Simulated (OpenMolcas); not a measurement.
# One shape, several levels: BClO (boron chloride oxide)

Aim: a comparison of 6 runs (HF/ANO-S-VDZP, HF/def2-SVP, PBE0/def2-SVP, B3LYP/6-31G*, M06-2X/6-311G**, MP2/def2-TZVP) of BClO (boron chloride oxide). 

Program for the calculation: OpenMolcas 26.06.

8 further runs of the same task are left out: 3 that didn't finish, 5 set aside as unsound or not needed.

### Step 1. The molecule

The species is BClO (3 atoms), meant as a singlet with charge 0. As SMILES, `O=BCl`. The coordinates come from a GFN2-xTB relaxation.

Bond lengths: O1–B2 1.193 Å, B2–Cl3 1.639 Å. Angles: O1–B2–Cl3 179.9°.

### Step 2. The energy at HF/ANO-S-VDZP (Cholesky decomposition) (run 1)

File mol.input:

```
* BClO Hartree-Fock
>>> EXPORT MOLCAS_PRINT=2

&GATEWAY
  BASISSET
  O.ANO-S-VDZP....
  O1 1.019560 0.606200 0.626990 angstrom
  End of Basis
  BASISSET
  B.ANO-S-VDZP....
  B2 0.113080 0.066620 0.069470 angstrom
  End of Basis
  BASISSET
  Cl.ANO-S-VDZP....
  Cl3 -1.132640 -0.672810 -0.696460 angstrom
  End of Basis

&SEWARD
  LOW

&SCF
  RS-RFO
  PRORBITALS
  0
```

Run with:

```console
$ export MOLCAS_MEM=1860
$ pymolcas mol.input > mol.log
```

Standard output:

```text
--- Start Module: gateway ---
[...]
--- Stop Module: gateway /rc=_RC_ALL_IS_WELL_ ---
--- Start Module: seward ---
[...]
      Basis functions           46
--- Stop Module: seward /rc=_RC_ALL_IS_WELL_ ---
[...]
--- Start Module: scf ---
[...]
       Convergence after  11 Iterations
[...]
::    Total SCF energy                               -559.1451548788
[...]
      Total spin, S                                     0.0000000000
[...]
      Total electronic charge=   30.000000
      Total            charge=   -0.000000
[...]
      Dipole Moment (debye):
      Origin of the operator (angstrom)=   -0.3559   -0.2113   -0.2188
                   X= -2.5069E+00               Y= -1.4925E+00               Z= -1.5419E+00           Total=  3.3000E+00
      Quadrupole Moment (debye*angstrom):
[...]
--- Stop Module: scf /rc=_RC_ALL_IS_WELL_ ---
[...]
```

Wall time 2.5 s (1 thread of Arm Neoverse V1, shared host); peak memory 0.2 GiB.

### Step 3. Energy and forces at HF/def2-SVP (run 2)

File input.xyz:

```xyz
3

O      1.019560     0.606200     0.626990
B      0.113080     0.066620     0.069470
Cl    -1.132640    -0.672810    -0.696460
```

File calc.input:

```
&GATEWAY
  BasLib
  $CurrDir
  Coord
  input.xyz
  Basis
  def2-SVP
  Group
  NoSym

&SEWARD

&SCF
  Thresholds
  1e-10 1e-07 1e-07 1e-05
  PrOrbitals
  1 2

&ALASKA
```

The basis set def2-SVP is read from a file made from the Basis Set Exchange's data (not shown).

Run with:

```console
$ export MOLCAS_MEM=1860
$ pymolcas calc.input > calc.log
```

Standard output:

```text
--- Start Module: gateway ---
[...]
--- Stop Module: gateway /rc=_RC_ALL_IS_WELL_ ---
[...]
      Basis functions           46
[...]
--- Start Module: scf ---
[...]
       Convergence after  13 Iterations
[...]
::    Total SCF energy                               -558.9038815686
[...]
      Total spin, S                                     0.0000000000
[...]
      Total electronic charge=   30.000000
      Total            charge=   -0.000000
[...]
      Dipole Moment (debye):
      Origin of the operator (angstrom)=   -0.3559   -0.2113   -0.2188
                   X= -2.2632E+00               Y= -1.3479E+00               Z= -1.3921E+00           Total=  2.9794E+00
      Quadrupole Moment (debye*angstrom):
[...]
--- Stop Module: scf /rc=_RC_ALL_IS_WELL_ ---
--- Start Module: alaska ---
[...]
 *              Molecular gradients               *
 **************************************************
  Irreducible representation: a
 ------------------------------------------------------------------------------------------
                              X                       Y                       Z
 ------------------------------------------------------------------------------------------
  O1                1.25294888489176E-02    7.52149074192054E-03    7.71328607003596E-03
  B2               -4.24455780559603E-02   -2.53250685804943E-02   -2.61123878894737E-02
  CL3               2.99160892070507E-02    1.78035778385697E-02    1.83991018194423E-02
 ------------------------------------------------------------------------------------------
--- Stop Module: alaska /rc=_RC_ALL_IS_WELL_ ---
[...]
```

Run time: 2.5 s. Hardware: 1 thread of Arm Neoverse V1, shared host; peak memory 0.38 GiB.

Runs 3 to 4 aren't shown in full; the table further down has their settings and results.

### Step 4. Energy and forces at M06-2X/6-311G(d,p) (run 5)

File geom.xyz:

```xyz
3

O      1.019560     0.606200     0.626990
B      0.113080     0.066620     0.069470
Cl    -1.132640    -0.672810    -0.696460
```

File run.input:

```
&GATEWAY
 BASLIB=$CurrDir
 COORD=geom.xyz
 BASIS=6-311Gss
 GROUP=NoSym

&SEWARD
 GRIDINPUT
 Grid=UltraFine
 End of Grid

&SCF
 KSDFT=M062X
 THRESHOLDS=1e-10 1e-07 1e-07 1e-05
 PRORBITALS=1

&ALASKA
```

The basis set 6-311G** is read from a file made from the Basis Set Exchange's data (not shown).

Run with:

```console
$ export MOLCAS_MEM=1860
$ pymolcas run.input > run.log
```

Standard output:

```text
--- Start Module: gateway ---
[...]
--- Stop Module: gateway /rc=_RC_ALL_IS_WELL_ ---
[...]
      Basis functions           62
[...]
--- Start Module: scf ---
[...]
       Convergence after  12 Iterations
[...]
::    Total KS-DFT energy                            -560.3382097275
[...]
      Total spin, S                                     0.0000000000
[...]
      Total electronic charge=   30.000000
      Total            charge=   -0.000000
[...]
      Dipole Moment (debye):
      Origin of the operator (angstrom)=   -0.3559   -0.2113   -0.2188
                   X= -1.9131E+00               Y= -1.1392E+00               Z= -1.1767E+00           Total=  2.5184E+00
      Quadrupole Moment (debye*angstrom):
[...]
--- Stop Module: scf /rc=_RC_ALL_IS_WELL_ ---
[...]
--- Start Module: alaska ---
[...]
 *              Molecular gradients               *
 **************************************************
  Irreducible representation: a
 ------------------------------------------------------------------------------------------
                              X                       Y                       Z
 ------------------------------------------------------------------------------------------
  O1               -8.46024749809082E-03   -4.97881230068664E-03   -5.19691089515639E-03
  B2               -1.59994359654201E-02   -9.58146816428962E-03   -9.84681423407652E-03
  CL3               2.44596834635260E-02    1.45602804649716E-02    1.50437251292201E-02
 ------------------------------------------------------------------------------------------
--- Stop Module: alaska /rc=_RC_ALL_IS_WELL_ ---
[...]
```

It took 11 s on 1 thread of Arm Neoverse V1, shared host; peak memory 0.4 GiB.

### Step 5. A single-point energy at MP2/def2-TZVP (run 6)

File coord.xyz:

```xyz
3

O      1.019560     0.606200     0.626990
B      0.113080     0.066620     0.069470
Cl    -1.132640    -0.672810    -0.696460
```

File run.inp:

```
* BClO MP2

&GATEWAY
 BASLIB=$CurrDir
 COORD=coord.xyz
 BASIS=def2-TZVP
 GROUP=NoSym

&SEWARD

&SCF
 THRESHOLDS=1e-10 1e-07 1e-07 1e-05
 PRORBITALS=1 1

&MBPT2
 FROZEN=7
```

The basis set def2-TZVP is read from a file made from the Basis Set Exchange's data (not shown).

Run with:

```console
$ export MOLCAS_MEM=1860
$ pymolcas run.inp > run.log
```

Standard output:

```text
--- Start Module: gateway ---
[...]
--- Stop Module: gateway /rc=_RC_ALL_IS_WELL_ ---
[...]
      Basis functions           99
[...]
--- Start Module: scf ---
[...]
       Convergence after  14 Iterations
[...]
::    Total SCF energy                               -559.1804624952
[...]
      Total spin, S                                     0.0000000000
[...]
      Total electronic charge=   30.000000
      Total            charge=   -0.000000
[...]
      Dipole Moment (debye):
      Origin of the operator (angstrom)=   -0.3559   -0.2113   -0.2188
                   X= -2.4698E+00               Y= -1.4705E+00               Z= -1.5191E+00           Total=  3.2511E+00
      Quadrupole Moment (debye*angstrom):
[...]
--- Stop Module: scf /rc=_RC_ALL_IS_WELL_ ---
[...]
--- Start Module: mbpt2 ---
[...]
WARNING!
Default frozen orbitals as non valence orbitals is overwritten by user input.
Default values:   7
[...]
       Reference weight ( Cref**2 )         =        0.86145
::    Total MBPT2 energy                             -559.6841554448
[...]
      Total MBPT2 calculations                           0.34      0.39
--- Stop Module: mbpt2 /rc=_RC_ALL_IS_WELL_ ---
[...]
```

It took 9.9 s on 1 thread of Arm Neoverse V1, shared host; peak memory 0.55 GiB.

### Step 6. The series

```csv
run,level,integral approximation,task,energy (Eh),dipole moment (D) of the reference,HOMO energy (eV),LUMO energy (eV),wall time
1,HF/ANO-S-VDZP (Cholesky decomposition),CD low,energy,-559.145155,3.30,-13.74,2.76,2.5 s
2,HF/def2-SVP,none,gradient,-558.903882,2.98,-13.49,4.05,2.5 s
3,PBE0/def2-SVP,none,gradient,-559.864090,2.59,-9.80,0.81,7.2 s
4,B3LYP/6-31G* (Cartesian functions),none,gradient,-560.346209,2.33,-9.44,0.86,8.1 s
5,M06-2X/6-311G**,none,gradient,-560.338210,2.52,-11.42,1.41,11 s
6,MP2/def2-TZVP,none,energy,-559.684155,3.25,-13.55,2.63,9.9 s
```

### Step 7. Summary of results

```
                                          quantity          value
                               run 6: total energy  -559.68416 Eh
         run 6: dipole moment (mean-field density)         3.25 D
        run 6: HOMO energy (Hartree–Fock orbitals)      -13.55 eV
        run 6: LUMO energy (Hartree–Fock orbitals)        2.63 eV
      run 6: HOMO–LUMO gap (Hartree–Fock orbitals)       16.18 eV
run 6: correlation energy (7 core orbitals frozen)     -503.7 mEh
```

In words: Over runs 1, 2, 3, 4, 5 the dipole moment (its size) runs from 2.33 D (B3LYP/6-31G*) to 3.30 D (HF/ANO-S-VDZP). The two ends differ in method and basis. Over runs 1, 2, 3, 4, 5 the HOMO–LUMO gap runs from 10.30 eV (B3LYP/6-31G*) to 17.54 eV (HF/def2-SVP). Totals of different functionals can't be ranked against each other. All runs together took 41 s, the longest 11 s.
